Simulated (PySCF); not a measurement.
# Static response to an electric field

Compound: C5H7O (charge +1).
Cartesian coordinates in Å at the GFN2-xTB level; atoms count from 1:
```
atom  x, y, z in Å
C1    -2.200    0.133    0.546
C2    -1.171   -0.402   -0.089
C3     0.113    0.328   -0.322
C4     1.262   -0.402    0.493
C5     2.441    0.290    0.344
O6     3.340    0.934    0.160
H7    -2.168    1.126    0.963
H8    -3.131   -0.397    0.647
H9    -1.223   -1.401   -0.496
H10    0.027    1.362    0.011
H11    0.372    0.310   -1.381
H12    0.975   -0.446    1.553
H13    1.357   -1.434    0.130
```

Level: PBE0/def2-SVPD (PySCF), static field, nuclei fixed, core orbitals frozen in the response. The polarisability tensor in these axes (au):

```
x   92.17  4.84 -4.94
y    4.84 48.56  1.10
z   -4.94  1.10 44.10
```

Question: What are the eigenvalues, a third of the trace, and Δα (Δα² = ½Σ(αi − αj)² over the three pairs)?

Answer: Principal values 43.09, 48.56 and 93.17 au; mean 61.61 au = 9.13 Å³ = 10.16 × 10⁻⁴⁰ C²·m²/J; Δα = 47.57 au (77 % of the mean).

Question: Directions of the eigenvectors, and the extent of the frame along each?

Answer: Largest value along (0.99, 0.11, -0.10), where the nuclei span 6.59 Å; middle along (-0.07, 0.95, 0.31), 2.93 Å; least along (0.12, -0.30, 0.95), 3.08 Å. 

Question: In TDDFT the mean static polarisability is Σ f/ω² over all singlet excitations (ω in hartree). How much of it do the 8 lowest give? Their energies (eV) and oscillator strengths: 3.54, 0.0007; 3.73, 0.0878; 5.76, 0.0355; 5.81, 0.0028; 6.58, 0.0076; 6.73, 0.0065; 6.76, 0.0870; 7.73, 0.1119.

Answer: They add up to 8.59 au, 13.9 % of the 61.61 au; the largest single term is 4.66 au, from the state at 3.73 eV. Terms in order: 0.04, 4.66, 0.79, 0.06, 0.13, 0.11, 1.41, 1.39 au. Higher excitations give the rest. The strengths listed sum to 0.340.

Question: Give the eigenvalues of the traceless quadrupole moment Θ = ½Σq(3rr − r²1), origin at the centre of nuclear charge.

Answer: -8.14, -4.57, 12.70 D·Å. The values depend on the origin, since the species is charged. The electronic extent ⟨r²⟩ about the same centre is 781 bohr², a root-mean-square distance of 2.23 Å for the 44 electrons.

Question: What depolarisation ratio follows for Rayleigh scattering of linearly polarised light, taking the static tensor?

Answer: ρ = 3Δα²/(45ᾱ² + 4Δα²) = 6789.5/(170795 + 9052.6) = 0.0378.

The structure is a single GFN2-xTB conformer in the gas phase; no vibrational or solvent corrections.

The run behind these numbers computed excited states as well. The run took 34 s on one thread of an Arm Neoverse N1, shared host, and the process peaked at 0.72 GiB of memory.
